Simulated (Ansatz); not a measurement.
## ClF, triplet: the ladder up to full CI

Geometry: that of the ClF, singlet, kept fixed. The singlet lies 3.7 eV lower here.

```xyz
2

F     0.0000    0.0000    0.0000
Cl    0.0000    0.0000    1.6197
```

Basis 6-31G; Ansatz 0.2.0. Only valence electrons are correlated (noble-gas cores frozen), which leaves 14 electrons in 16 orbitals. R marks a restricted (for open shells ROHF) determinant, U an unrestricted one. Active spaces: valence = (14e, 8o) chosen from the atoms' valence shells.

Full CI is exact within this basis and frozen core; it isn't the basis-set limit. The frozen core follows each run's orbitals, which can shift R against U totals by a few meV.

For open shells CISD and CISDTQ are restricted-active-space CI with the open shells as a complete middle space.

- UHF ⟨S²⟩: 2.010
- T1 diagnostic (RCCSD): 0.0479
- largest doubles amplitude (RCCSD): 0.128
- T1 diagnostic (UCCSD): 0.0412

```json
{"level": "RHF", "E − E(full CI) (kJ/mol)": "452.0", "share of correlation (%)": "0.00", "wall time": "–"}
{"level": "UHF", "E − E(full CI) (kJ/mol)": "435.2", "share of correlation (%)": "3.72", "wall time": "–"}
{"level": "RMP2", "E − E(full CI) (kJ/mol)": "39.5", "share of correlation (%)": "91.26", "wall time": "–"}
{"level": "UMP2", "E − E(full CI) (kJ/mol)": "40.8", "share of correlation (%)": "90.97", "wall time": "–"}
{"level": "CISD", "E − E(full CI) (kJ/mol)": "35.2", "share of correlation (%)": "92.21", "wall time": "0.76 s"}
{"level": "RCCSD", "E − E(full CI) (kJ/mol)": "8.6", "share of correlation (%)": "98.09", "wall time": "–"}
{"level": "UCCSD", "E − E(full CI) (kJ/mol)": "7.8", "share of correlation (%)": "98.28", "wall time": "–"}
{"level": "RCCSD(T)", "E − E(full CI) (kJ/mol)": "3.2", "share of correlation (%)": "99.28", "wall time": "0.52 s"}
{"level": "UCCSD(T)", "E − E(full CI) (kJ/mol)": "2.9", "share of correlation (%)": "99.36", "wall time": "0.64 s"}
{"level": "BCCD(T)", "E − E(full CI) (kJ/mol)": "2.6", "share of correlation (%)": "99.42", "wall time": "0.67 s"}
{"level": "RCCSDT", "E − E(full CI) (kJ/mol)": "1.5", "share of correlation (%)": "99.66", "wall time": "–"}
{"level": "UCCSDT", "E − E(full CI) (kJ/mol)": "1.5", "share of correlation (%)": "99.67", "wall time": "–"}
{"level": "CISDTQ", "E − E(full CI) (kJ/mol)": "1.1", "share of correlation (%)": "99.76", "wall time": "17 s"}
{"level": "RCCSDT(Q)", "E − E(full CI) (kJ/mol)": "0.0", "share of correlation (%)": "100.00", "wall time": "4.9 s"}
{"level": "UCCSDT(Q)", "E − E(full CI) (kJ/mol)": "0.0", "share of correlation (%)": "100.00", "wall time": "3.9 s"}
{"level": "RCCSDTQ", "E − E(full CI) (kJ/mol)": "0.1", "share of correlation (%)": "99.98", "wall time": "39 s (H100)"}
{"level": "UCCSDTQ", "E − E(full CI) (kJ/mol)": "0.0", "share of correlation (%)": "99.99", "wall time": "37 s (H100)"}
{"level": "CASSCF (valence space)", "E − E(full CI) (kJ/mol)": "398.0", "share of correlation (%)": "11.95", "wall time": "–"}
{"level": "NEVPT2 (valence space)", "E − E(full CI) (kJ/mol)": "66.0", "share of correlation (%)": "85.41", "wall time": "0.31 s"}
{"level": "NEVPT4(SD) (valence space)", "E − E(full CI) (kJ/mol)": "18.1", "share of correlation (%)": "95.99", "wall time": "0.85 s"}
{"level": "MRCISD (valence space)", "E − E(full CI) (kJ/mol)": "28.9", "share of correlation (%)": "93.61", "wall time": "–"}
{"level": "MRCISD+Q (valence space)", "E − E(full CI) (kJ/mol)": "13.0", "share of correlation (%)": "97.12", "wall time": "0.99 s"}
```

The correlation energy at full CI, counted from RHF, is -4.685 eV. That run took 7.5 s on 2 threads of AMD EPYC 7R13 with a shared H100 80 GB, shared host over 32,718,400 determinants.

Times hold each run's SCF and search for its determinant on a shared host, so for small cases they say little of a method's own cost; rows without a card ran on 1 thread of AMD EPYC 7R13.

The full-CI state has the irrep B2 of C2v, in the program's axes (one component, if the state is degenerate).

Natural occupations of full CI about the gap: 1.983 1.962 1.958 1.022 1.021 0.016 0.015 0.013 0.010 0.009; effectively unpaired electrons, Σ n²(2−n)², 2.02.
